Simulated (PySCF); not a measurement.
# C4H9F (1-fluorobutane) at 6 levels

We compute a comparison of 6 runs (HF/STO-3G, HF/def2-SVPD, PBE0/3-21G, B3LYP/6-31G*, B3LYP/6-31G**) of C4H9F (1-fluorobutane). Input form: a Python script.

Program for the calculation: PySCF 2.14.0.

### 1 The structure to begin with

C4H9F: 14 atoms, total charge 0, spin state singlet. As SMILES, `CCCCF`. The coordinates come from a PBE0-D4/def2-TZVP relaxation. This is one conformer, not always the lowest.

Bond lengths: C1–C2 1.521 Å, C2–C3 1.524 Å, C3–C4 1.508 Å, C4–F5 1.386 Å, C1–H6 1.092 Å, C1–H7 1.094 Å, C1–H8 1.092 Å, C2–H9 1.094 Å, C2–H10 1.096 Å, C3–H11 1.095 Å, C3–H12 1.094 Å, C4–H13 1.094 Å, C4–H14 1.096 Å. Some angles: C1–C2–C3 114.2°, C2–C3–C4 113.1°, C3–C4–F5 110.1°, C1–C2–H9 109.1°, C1–C2–H10 109.6°, C3–C2–H9 108.3°, C3–C2–H10 109.4°, C2–C1–H6 111.0°, C2–C1–H7 111.0°, C2–C1–H8 112.2°.

### 2 Energy and forces at HF/STO-3G (run 1)

Contents of job.py:

```python
# CCCCF
import pyscf.grad
from pyscf import gto

system = gto.M(
    atom=[
    ('C', (-1.462120, -0.659550, -0.456040)),
    ('C', (-0.009050, -0.512810, -0.881930)),
    ('C', (0.720660, 0.653560, -0.225970)),
    ('C', (0.875670, 0.491860, 1.265500)),
    ('F', (1.615220, 1.543050, 1.783150)),
    ('H', (-1.956770, -1.455360, -1.017060)),
    ('H', (-2.017560, 0.265850, -0.633550)),
    ('H', (-1.558110, -0.903360, 0.604550)),
    ('H', (0.034600, -0.378220, -1.966670)),
    ('H', (0.531960, -1.443270, -0.673530)),
    ('H', (0.188590, 1.589580, -0.427380)),
    ('H', (1.719820, 0.755940, -0.660170)),
    ('H', (-0.088490, 0.489070, 1.781690)),
    ('H', (1.405570, -0.436330, 1.507400)),
],
    spin=0,
    max_memory=1860,
    verbose=4,
    basis='sto-3g',
    charge=0,
)

hf = system.RHF()
hf.conv_tol = 1e-10
hf.kernel()
if not hf.converged:
    hf = hf.newton().run(hf.mo_coeff, hf.mo_occ)

e_final = hf.e_tot
print(f'total energy: {e_final:.8f} hartree')
grad = hf.Gradients().kernel()
hf.analyze()
```

Started as:

```console
$ OMP_NUM_THREADS=1 python job.py
```

Standard output:

```text
PySCF version 2.14.0

[... 65 lines left out ...]
total energy: -252.90968957 hartree
[... 16 lines left out ...]
Two-electron Coulomb Energy =          311.685566337085220
[... 6 lines left out ...]
MO #4   energy= -11.0500564852402  occ= 2
[... 4 lines left out ...]
MO #9   energy= -0.836773384626116 occ= 2
[... 4 lines left out ...]
MO #14  energy= -0.548881682185358 occ= 2
[... 4 lines left out ...]
MO #19  energy= -0.440550515226832 occ= 2
[... 4 lines left out ...]
MO #24  energy= 0.610524322306335  occ= 0
[... 4 lines left out ...]
MO #29  energy= 0.739381346687994  occ= 0
[... 4 lines left out ...]
MO #34  energy= 0.812220542510376  occ= 0
[... 51 lines left out ...]
Dipole moment(X, Y, Z, Debye): -0.66091, -0.89777, -0.65900
```

It took 3.6 s on 1 thread of Intel Xeon at 2.50GHz (Skylake/Cascade Lake), shared host; peak memory 0.12 GiB.

### 3 Energy and gradient at HF/def2-SVPD (run 2)

Contents of calc.py:

```python
from pyscf import gto, scf

mol = gto.M(
    atom='''
C   -1.462120  -0.659550  -0.456040
C   -0.009050  -0.512810  -0.881930
C    0.720660   0.653560  -0.225970
C    0.875670   0.491860   1.265500
F    1.615220   1.543050   1.783150
H   -1.956770  -1.455360  -1.017060
H   -2.017560   0.265850  -0.633550
H   -1.558110  -0.903360   0.604550
H    0.034600  -0.378220  -1.966670
H    0.531960  -1.443270  -0.673530
H    0.188590   1.589580  -0.427380
H    1.719820   0.755940  -0.660170
H   -0.088490   0.489070   1.781690
H    1.405570  -0.436330   1.507400
''',
    verbose=4,
    basis='def2-svpd',
    spin=0,
    max_memory=1860,
    charge=0,
)

myscf = scf.RHF(mol)
myscf.conv_tol = 1e-10
myscf.kernel()
if not myscf.converged:
    myscf = myscf.newton().run(myscf.mo_coeff, myscf.mo_occ)

e_tot = myscf.e_tot
print('E(%s) = %.9f' % ('HF', e_tot))
grad = myscf.nuc_grad_method().kernel()
myscf.analyze()
```

Started as:

```console
$ OMP_NUM_THREADS=1 python calc.py
```

Standard output:

```text
PySCF version 2.14.0

[... 86 lines left out ...]
Two-electron Coulomb Energy =          310.128538972618514
[... 23 lines left out ...]
MO #21  energy= -0.471308888412937 occ= 2
[... 21 lines left out ...]
MO #43  energy= 0.369351363604156  occ= 0
[... 21 lines left out ...]
MO #65  energy= 0.560251150152661  occ= 0
[... 21 lines left out ...]
MO #87  energy= 0.804399101654695  occ= 0
[... 21 lines left out ...]
MO #109 energy= 1.33249457982066   occ= 0
[... 21 lines left out ...]
MO #131 energy= 2.16478528956138   occ= 0
[... 21 lines left out ...]
MO #153 energy= 2.82525564570417   occ= 0
[... 21 lines left out ...]
MO #175 energy= 4.36851289948175   occ= 0
[... 192 lines left out ...]
Dipole moment(X, Y, Z, Debye): -1.18960, -1.60960, -1.16242
```

Run time: 1.8 min. Hardware: 1 thread of Intel Xeon at 2.50GHz (Skylake/Cascade Lake), shared host; peak memory 1 GiB.

Runs 3 to 5 aren't shown in full; the table further down has their settings and results.

### 4 Energy and gradient at B3LYP/6-31G(d,p) (spherical functions) (run 6)

Contents of calc.py:

```python
from pyscf import gto, dft

system = gto.Mole()
system.atom = '''
C     -1.462120    -0.659550    -0.456040
C     -0.009050    -0.512810    -0.881930
C      0.720660     0.653560    -0.225970
C      0.875670     0.491860     1.265500
F      1.615220     1.543050     1.783150
H     -1.956770    -1.455360    -1.017060
H     -2.017560     0.265850    -0.633550
H     -1.558110    -0.903360     0.604550
H      0.034600    -0.378220    -1.966670
H      0.531960    -1.443270    -0.673530
H      0.188590     1.589580    -0.427380
H      1.719820     0.755940    -0.660170
H     -0.088490     0.489070     1.781690
H      1.405570    -0.436330     1.507400
'''
system.basis = '6-31g**'
system.charge = 0
system.verbose = 4
system.max_memory = 1860
system.build()

calc0 = dft.RKS(system)
calc0.xc = 'b3lyp'
calc0.conv_tol = 1e-10
calc0.grids.level = 5
calc0.kernel()
if not calc0.converged:
    calc0 = calc0.newton().run(calc0.mo_coeff, calc0.mo_occ)

energy = calc0.e_tot
print('E = %.10f Eh' % energy)
grad = calc0.nuc_grad_method().kernel()
calc0.analyze()
```

Started as:

```console
$ OMP_NUM_THREADS=1 python calc.py
```

Standard output:

```text
PySCF version 2.14.0

[... 97 lines left out ...]
Total Energy =                        -257.690766245356542
[... 16 lines left out ...]
MO #10  energy= -0.580486388370581 occ= 2
[... 14 lines left out ...]
MO #25  energy= 0.135297303718525  occ= 0
[... 14 lines left out ...]
MO #40  energy= 0.599864353032702  occ= 0
[... 14 lines left out ...]
MO #55  energy= 0.988282095440384  occ= 0
[... 14 lines left out ...]
MO #70  energy= 1.82242328494819   occ= 0
[... 14 lines left out ...]
MO #85  energy= 2.23588584569564   occ= 0
[... 14 lines left out ...]
MO #100 energy= 2.82271295818248   occ= 0
[... 14 lines left out ...]
MO #115 energy= 3.57584167235013   occ= 0
[... 132 lines left out ...]
Dipole moment(X, Y, Z, Debye): -0.94224, -1.24485, -0.93830
```

Run time: 1.8 min. Hardware: 1 thread of Intel Xeon at 2.50GHz (Skylake/Cascade Lake), shared host; peak memory 1.2 GiB.

### 5 All runs side by side

```
run                                level  integration grid  Cartesian functions  energy (Eh)  dipole moment (D)  HOMO energy (eV)  LUMO energy (eV)  wall time
  1                            HF/STO-3G                 –                   no  -252.909690               1.30            -10.61             15.18      3.6 s
  2                         HF/def2-SVPD                 –                   no  -255.970373               2.31            -12.82              2.70    1.8 min
  3                           PBE0/3-21G                 5                   no  -255.994124               1.93             -8.47              3.12       43 s
  4   B3LYP/6-31G* (spherical functions)                 5                   no  -257.678206               1.83             -8.42              2.24       72 s
  5   B3LYP/6-31G* (Cartesian functions)                 5                  yes  -257.682073               1.83             -8.43              2.23       79 s
  6  B3LYP/6-31G** (spherical functions)                 5                   no  -257.690766               1.82             -8.42              2.23    1.8 min
```

### 6 What came out

| quantity | value |
| --- | --- |
| run 6: total energy | -257.69077 Eh |
| run 6: dipole moment | 1.82 D |
| run 6: HOMO energy | -8.42 eV |
| run 6: LUMO energy | 2.23 eV |
| run 6: HOMO–LUMO gap | 10.65 eV |
| run 6: largest force on an atom | 0.376 eV/Å |

What this shows: The dipole moment (its size) runs from 1.30 D (HF/STO-3G) to 2.31 D (HF/def2-SVPD). The HOMO–LUMO gap runs from 10.65 eV (B3LYP/6-31G**) to 25.79 eV (HF/STO-3G). The two ends differ in method and basis. Totals of different functionals can't be ranked against each other. In run 1 the basis is minimal, so the values are rough. All runs together took 6.9 min, the longest 1.8 min.
